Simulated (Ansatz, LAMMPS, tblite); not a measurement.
**Rock-salt KBr, bulk modulus**

Reference value: 17.9 GPa (measured, 0 K, extrapolated to 0 K; as tabulated in Doll and Stoll (1998), arXiv:cond-mat/9801031).

Question: Put these levels in order of the bulk modulus that they give for rock-salt KBr, smallest first: GFN2-xTB (tblite), LDA (Ansatz, a program for electronic structure), ionic model catlow1977 (shell model, LAMMPS), r²SCAN (Ansatz).

Answer: GFN2-xTB (9.1 GPa), r²SCAN (15.9 GPa), ionic model catlow1977 (17.4 GPa), LDA (20.3 GPa)

Unless a cell is named, each level is at its own relaxed cell (ionic model catlow1977 34.01, GFN2-xTB 41.10, LDA 32.33, r²SCAN 36.08 Å³/atom).

Differences against the reference: ionic model catlow1977 -2.8 %, GFN2-xTB -49 %, LDA +13.4 %, r²SCAN -11.2 %.

The measured value isn't corrected to a static lattice, so vibrations enter the comparison.  GFN2-xTB: the method was fitted mainly to molecules. GFN2-xTB: the run uses a supercell at the zone centre in place of a k mesh. Each level is taken at its own relaxed cell. Cutoffs differ between the levels. Ansatz's density-functional and Hartree–Fock values are scalar-relativistic unless marked +SOC, with PAW data made under PBE.

Empirical potentials (ionic model catlow1977) are fitted to chosen data, which need not cover the solid at hand: agreement can be built in, and what lay outside the fit can be far off.

Differences are worked out from the printed values.
